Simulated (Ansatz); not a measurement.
Species: AlF2 (charge 0, doublet). It need not be the lowest isomer of its formula. SMILES: [F][Al][F]
Geometry: optimised at B3LYP-D3(BJ)/def2-TZVP (Ansatz, a program for electronic structure).

Computed values are from Ansatz. Cores are frozen in the correlated levels unless marked. Open shells are spin-unrestricted. Spin-orbit coupling is left out. No relativistic terms. Basis-set limits of correlation are two-point, X^-3; Hartree-Fock from the larger set.

What is the dipole moment at CCSD(T)/aug-cc-pV(D+d)Z?

1.83 D.

What is the T1 diagnostic at CCSD/cc-pV(Q+d)Z?

0.015.

What is the atomisation energy De at CCSD(T)/CBS(cc-pV(T+d)Z,cc-pV(Q+d)Z)?

1139.7 kJ/mol.

What is the total energy at CCSD(T)/CBS(cc-pV(T+d)Z,cc-pV(Q+d)Z)?

-441.7007 Eh.
